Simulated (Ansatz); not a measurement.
```yaml
crystal:
  periodic: [false, false, false]
  atoms:
    - {symbol: N, position_ang: [-0.780080, 0.804903, -0.107002]}
    - {symbol: C, position_ang: [0.493676, 0.138709, 0.034802]}
    - {symbol: S, position_ang: [0.452454, -1.195699, 1.257794]}
    - {symbol: H, position_ang: [-0.699463, 1.590112, -0.743037]}
    - {symbol: H, position_ang: [-1.478857, 0.174425, -0.479147]}
    - {symbol: H, position_ang: [1.219924, 0.853165, 0.428740]}
    - {symbol: H, position_ang: [0.915315, -0.278522, -0.887686]}
    - {symbol: H, position_ang: [-0.030669, -2.144095, 0.439736]}
basis:
  gaussian: {orbitals: STO-3G}
hamiltonian: {xc: {name: B3LYP5}}
accuracy: high
output: {forces: true}
```

```sh
$ ansatz run in.yaml --threads 2 --pin off --events-out ev --progress --plain --max-ram 4352MiB
```

It prints (some lines left out):

```
Functional definition: B3LYP5
457 factors; integrals over basis functions are off by at most 1.1e-8 eV
mean field evaluation 1: about -13285.9781 eV, gradient 1.5e1 eV
mean field evaluation 2: about -13286.1371 eV, gradient 1.4e1 eV
mean field evaluation 4: about -13286.6462 eV, gradient 4.1e-1 eV
mean field evaluation 8: about -13286.6257 eV, gradient 2.0e-3 eV
mean field evaluation 16: about -13286.6257 eV, gradient 1.8e-8 eV
mean field -13286.62573034 eV, -488.2744895915 hartree, gradient 1.8e-8 eV, S^2 0.000000; 0 other end points of the search recorded, 0 dependent functions left out
reference -13286.62576009 eV, -488.2744906851 hartree; 17, 17 occupied and 7, 7 virtual orbitals, 457 factors
Total energy: -13286.62576009 eV, -488.2744906851 hartree
Atom 0 at    -0.780080     0.804903    -0.107002 Å, force    -0.649837     0.879060     1.893954 eV/Å
Atom 1 at     0.493676     0.138709     0.034802 Å, force     1.186134    -0.985367     0.243027 eV/Å
Atom 2 at     0.452454    -1.195699     1.257794 Å, force     0.272353    -0.224789     1.301952 eV/Å
Atom 3 at    -0.699463     1.590112    -0.743037 Å, force     0.124367     1.390911    -1.262697 eV/Å
Atom 4 at    -1.478857     0.174425    -0.479147 Å, force    -1.260408    -1.199211    -0.870363 eV/Å
Atom 5 at     1.219924     0.853165     0.428740 Å, force     0.340981     0.532539     0.027279 eV/Å
Atom 6 at     0.915315    -0.278522    -0.887686 Å, force     0.265766    -0.083302    -0.765141 eV/Å
Atom 7 at    -0.030669    -2.144095     0.439736 Å, force    -0.279356    -0.309841    -0.568012 eV/Å
Dipole moment:     0.014200    -0.062129    -0.463576 e Å
```

Hardware: 2 threads of an Arm Neoverse V2 on a shared host. Wall time 1.1 s, peak host memory 0.34 GiB.
